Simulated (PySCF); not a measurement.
Structure problem from calculated spectra and properties.

Formula: C4H10.

- Valence photoelectron: vertical ionisation energy: 11.38 eV [ΔSCF CAM-B3LYP/def2-SVPD]
- Rotational structure: rotational constants A, B, C: 23.487, 3.635, 3.416 GHz [PBE0-D3(BJ)/def2-SVP]
- UV, strongest line: among the 10 lowest singlet transitions: S6 at 9.60 eV (129 nm, f = 0.139) [TDDFT CAM-B3LYP/def2-SVPD]
- XPS: C1s 290.5 (×2), C1s 290.5 (×2) eV [ΔSCF SCAN, pcX-2 on the ionised atom, pcseg-1 elsewhere, spin-free X2C]
- UV, first state: lowest singlet excitation: 8.75 eV (142 nm, f = 0.000) [TDDFT CAM-B3LYP/def2-SVPD]
- Polarisability: 52.4 au [CAM-B3LYP/def2-SVPD]
- 13C NMR: chemical shifts (computed TMS as zero) by class: 32.4 (2 C), 17.9 (2 C) ppm [GIAO B3LYP/pcSseg-2]
- Couplings: largest of the computed one-bond spin–spin couplings (means over like bonds): 13C–1H +131.3 (×6), 13C–1H +129.5 (×4), 13C–13C +37.2 (×2), 13C–13C +36.2 Hz [B3LYP/pcJ-1, spin–dipole term left out]

Electronic properties: PySCF, gas phase, density fitting. Levels stand in brackets. Geometry: PBE0-D3(BJ)/def2-SVP, one conformer, isolated molecule. Each NMR value is the plain mean over a class of atoms that symmetry, rotation or inversion makes alike.

Question: Propose a structure and show how it fits.

Answer: Numbering: `[CH3:1][CH2:2][CH2:3][CH3:4]`. Its formula, C4H10, gives 0 degrees of unsaturation, so no ring and no π bond. 4 carbons fall into 2 classes; from least to most shielded: chain CH2 carbon [C2/C3] (32.4 ppm, 2 C), methyl carbon [C1/C4] (17.9 ppm, 2 C). The couplings run between: +131.3 Hz, methyl carbon [C1] and its hydrogen (with 5 like pairs); +129.5 Hz, chain CH2 carbon [C2] and its hydrogen (with 3 like pairs); +37.2 Hz, methyl carbon [C1] and chain CH2 carbon [C2] (with 1 like pair); +36.2 Hz, chain CH2 carbon [C2] and chain CH2 carbon [C3]. The core levels belong to: C1s 290.5 eV, chain CH2 carbon [C2/C3]; C1s 290.5 eV, methyl carbon [C1/C4]. The first electron is taken from the HOMO, whose largest Löwdin shares are 0.21 on each of 2 atoms of one kind (chain CH2 carbon). The optimised geometry has point group C2h and is an asymmetric top. Structure: butane (`CCCC`). The assignments are read from this structure; whether some other isomer fits the data as well wasn't checked.

Conformer computed: `[CH3:1][CH2:2][CH2:3][CH3:4]`: C1–C2–C3–C4 180°.
